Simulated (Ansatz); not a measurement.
in.yaml

```yaml
crystal:
  periodic: [false, false, false]
  atoms:
    - {symbol: Ga, position_ang: [0.000000, -0.005510, -0.047813]}
    - {symbol: H, position_ang: [0.000000, 1.424897, 1.923996]}
    - {symbol: H, position_ang: [0.000000, -1.043762, 1.383413]}
basis:
  gaussian: {orbitals: aug-cc-pVDZ}
total_charge: 1
magnetization: {spin_polarized: false, initial_magnetization: 2}
correlation: {method: mp2, electrons: valence}
scf: {lower_state_search: off}
output: {forces: true}
```

```sh
$ ansatz run in.yaml --threads 1 --pin off --events-out ev --progress --plain --max-ram 2393MiB
```

The program prints:

```
these checks for a lower state are left out or cut short: starts, cluster_reference, orbital_swaps, neighbouring_geometries, increment
576 factors; integrals over basis functions are off by at most 5.1e-4 eV
mean field evaluation 1: about -52353.6529 eV, gradient 5.5e0 eV
mean field evaluation 2: about -52353.6533 eV, gradient 5.5e0 eV
mean field evaluation 4: about -52354.2566 eV, gradient 8.1e-1 eV
mean field evaluation 8: about -52354.2744 eV, gradient 8.3e-2 eV
mean field -52354.27468630 eV, -1923.9841077197 hartree, gradient 7.3e-6 eV, S^2 2.000000; 0 other end points of the search recorded, 0 dependent functions left out
9 core orbitals not correlated: weight in the atoms' cores, before any rotation towards them, 1.000 or more for the frozen orbitals, at most 0.000 for the correlated occupied ones
reference -52354.27468630 eV, -1923.9841077197 hartree; 8, 6 occupied and 37, 39 virtual orbitals, 576 factors
second order -1.42174669 eV of doubles, -0.13271634 eV of singles
the calculation of the forces begins
Total energy: -52355.82914934 eV, -1924.0412331825 hartree
Atom 0 at     0.000000    -0.005510    -0.047813 Å, force     0.000000    -0.111147     0.323492 eV/Å
Atom 1 at     0.000000     1.424897     1.923996 Å, force    -0.000000    -0.018270    -0.075614 eV/Å
Atom 2 at     0.000000    -1.043762     1.383413 Å, force    -0.000000     0.129417    -0.247878 eV/Å
Dipole moment:     0.000000     0.022071     0.128742 e Å
Checks for a lower state left out: starts, cluster_reference, orbital_swaps, neighbouring_geometries, increment
```

Forces (eV/Å):
```
Ga   0.000 -0.111  0.323
H    0.000 -0.018 -0.076
H    0.000  0.129 -0.248
```

Ran on 1 thread of Intel Xeon Platinum 8259CL, shared host: 1.8 s wall, 0.19 GiB peak host memory.
